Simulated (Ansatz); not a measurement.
Relaxation of BFH$_{3}$ (5 atoms, charge 0, multiplicity 2), to a largest force component of 0.03 eV/Å in at most 50 steps.

The calculation used UKS PBE-D4/def2-SVP in Ansatz.

```xyz
5
Properties=species:S:1:pos:R:3
B 0.000 0.282 -0.094
F 0.001 -0.578 2.262
H 1.107 -0.011 -0.485
H -1.108 -0.011 -0.484
H 0.000 0.318 1.971
```

**Question.** Where does it end, and by what steps?

**Answer.** The run converged. The force dipped under the threshold on the way, but the program's further checks kept it going. After 32 steps the energy has fallen by 2.106 eV; H5 moved furthest, 1.13 Å. Parted: F2–H5. Joined: B1–F2, B1–H5.

```
step  energy less start (eV)  largest force component (eV/Å)  accepted
   0                  0.0000                           0.584       yes
   2                 -0.2096                           0.412       yes
   4                 -0.2456                           0.190       yes
   6                 -0.2672                           0.494       yes
   8                 -0.3260                           1.037       yes
  10                 -0.6604                           2.105       yes
  12                 -1.5527                           0.882       yes
  14                 -1.8668                           0.865       yes
  16                 -1.8952                           0.164       yes
  18                 -1.8996                           0.017       yes
  20                 -1.8996                           0.018       yes
  22                 -1.8999                           0.045       yes
  24                 -1.9052                           0.145       yes
  26                 -1.9531                           0.683       yes
  28                 -2.0648                           0.538       yes
  30                 -2.1049                           0.099       yes
  32                 -2.1055                           0.008       yes
```

```xyz
5
Properties=species:S:1:pos:R:3
B -0.163 -0.124 0.609
F -0.001 -1.206 1.398
H 0.963 0.352 0.141
H -1.142 0.006 -0.096
H 0.342 0.972 1.118
```

Whether the end is a true minimum wasn't checked by a vibrational analysis.

The run took 13 s on 1 thread of AMD EPYC 9B45 (Zen 5), with other jobs on the host, peak memory 0.12 GiB.
